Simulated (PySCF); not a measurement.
2-propanamine, C₃H₉N.
Bonds: C1–C2, C2–C3, C2–N4. Hydrogens: H5, H6, H7 on C1; H8 on C2; H9, H10, H11 on C3; H12, H13 on N4.

The same species was optimised twice, with GFN2-xTB and with PBE0-D3(BJ)/def2-SVP (PySCF), and the same property calculations (PySCF, gas phase) were run on both structures.

| coordinate | GFN2-xTB | PBE0-D3(BJ)/def2-SVP | change |
| --- | --- | --- | --- |
| C1–H6 (Å) | 1.086 | 1.101 | +0.015 |
| C3–H10 (Å) | 1.087 | 1.101 | +0.014 |
| C1–H7 (Å) | 1.088 | 1.102 | +0.014 |
| C3–H9 (Å) | 1.088 | 1.102 | +0.014 |
| C1–H5 (Å) | 1.087 | 1.100 | +0.013 |
| C3–H11 (Å) | 1.087 | 1.100 | +0.013 |
| C2–C3 (Å) | 1.527 | 1.521 | -0.006 |
| C2–H8 (Å) | 1.108 | 1.114 | +0.006 |
| C1–C2 (Å) | 1.526 | 1.521 | -0.005 |
| N4–H13 (Å) | 1.014 | 1.019 | +0.005 |
| N4–H12 (Å) | 1.014 | 1.019 | +0.005 |
| C2–N4 (Å) | 1.458 | 1.455 | -0.003 |
| H12–N4–H13 (°) | 108.0 | 106.3 | -1.7 |
| C3–C2–H8 (°) | 108.4 | 107.4 | -1.0 |
| C1–C2–H8 (°) | 108.4 | 107.4 | -1.0 |
| H5–C1–H7 (°) | 108.6 | 107.6 | -1.0 |
| H9–C3–H11 (°) | 108.6 | 107.7 | -0.9 |
| C2–C1–H5 (°) | 110.4 | 111.3 | +0.9 |
| C2–C3–H11 (°) | 110.5 | 111.3 | +0.8 |
| H6–C1–H7 (°) | 108.5 | 107.8 | -0.7 |

Rotational constants: A = 8421, B = 8040, C = 4709 MHz (GFN2-xTB) against A = 8413, B = 8005, C = 4689 MHz (PBE0-D3(BJ)/def2-SVP). Point groups within 0.08 Å: Cs and Cs. Atoms that the bonding makes alike are paired by their places after alignment.

On the GFN2-xTB structure: HOMO (eV) -6.71 [PBE0/pcSseg-1]; LUMO (eV) 1.37 [PBE0/pcSseg-1]; dipole (D) 1.31 [PBE0/pcSseg-1]; GIAO shielding of C1/C3 (mean) (ppm) 159.9 [PBE0/pcSseg-1]; GIAO shielding of C2 (ppm) 139.8 [PBE0/pcSseg-1]; GIAO shielding of N4 (ppm) 209.1 [PBE0/pcSseg-1].

**Question.** What do these properties become on the PBE0-D3(BJ)/def2-SVP structure?

**Answer.** 
```json
{"property": "HOMO (eV)", "level": "PBE0/pcSseg-1", "on GFN2-xTB": "-6.71", "on PBE0-D3(BJ)/def2-SVP": "-6.76", "change": "-0.05"}
{"property": "LUMO (eV)", "level": "PBE0/pcSseg-1", "on GFN2-xTB": "1.37", "on PBE0-D3(BJ)/def2-SVP": "1.32", "change": "-0.05"}
{"property": "dipole (D)", "level": "PBE0/pcSseg-1", "on GFN2-xTB": "1.31", "on PBE0-D3(BJ)/def2-SVP": "1.35", "change": "+0.04"}
{"property": "energy, GFN2-xTB geometry as zero (kcal/mol)", "level": "PBE0/pcSseg-1", "on GFN2-xTB": "0.0", "on PBE0-D3(BJ)/def2-SVP": "-0.3", "change": "-0.3"}
{"property": "GIAO shielding of C1/C3 (mean) (ppm)", "level": "PBE0/pcSseg-1", "on GFN2-xTB": "159.9", "on PBE0-D3(BJ)/def2-SVP": "157.9", "change": "-2.0"}
{"property": "GIAO shielding of C2 (ppm)", "level": "PBE0/pcSseg-1", "on GFN2-xTB": "139.8", "on PBE0-D3(BJ)/def2-SVP": "139.9", "change": "+0.1"}
{"property": "GIAO shielding of N4 (ppm)", "level": "PBE0/pcSseg-1", "on GFN2-xTB": "209.1", "on PBE0-D3(BJ)/def2-SVP": "207.8", "change": "-1.3"}
```

The heavy atoms differ by 0.007 Å rms after alignment (one structure mirrored). Among all bonds C1–H6, C1–H7, C3–H9 and C3–H10 change most and about equally (+0.014 to +0.015 Å). Changes are differences of the printed values. Neither structure is proved a minimum here.

Conformer computed: `[CH3:1][CH:2]([CH3:3])[NH2:4]`: H–N4–C2–C1 178°, H–N4–C2–C1 61°.
